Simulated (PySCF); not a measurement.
# Working out the ionisation energy of Cl

Cl [Ne] 3s2 3p5 (2P) → Cl⁺ [Ne] 3s2 3p4 (3P). All numbers are calculated (PySCF 2.14, no relativity, point nucleus, in aug-cc-pwCVDZ). Frozen: nothing. Energies in hartree (1 hartree = 27.21139 eV):

```tsv
part	Cl (lower)	Cl⁺ (upper)
UHF	-459.473211	-459.038793
MP2 opposite-spin	-0.199927	-0.178513
MP2 same-spin	-0.079489	-0.071494
```

Problem. What does Hartree-Fock give?

Solution. (-459.038793) − (-459.473211) = 0.434418 hartree = 11.821 eV.

Problem. What do MP2 and SCS-MP2 (6/5 opposite-spin, 1/3 same-spin) give?

Solution. The opposite-spin parts differ by 0.583 eV and the same-spin parts by 0.218 eV. MP2: 11.821 + (0.583) + (0.218) = 12.622 eV. SCS-MP2: 11.821 + 1.2 × (0.583) + (0.218)/3 = 12.593 eV.

Measured between the centres of the two terms (NIST): 12.974 eV, so MP2 (all electrons) is off by -0.352 eV.

A double-zeta basis recovers only part of the correlation energy.

What remains against the reference includes basis incompleteness and correlation beyond second order.
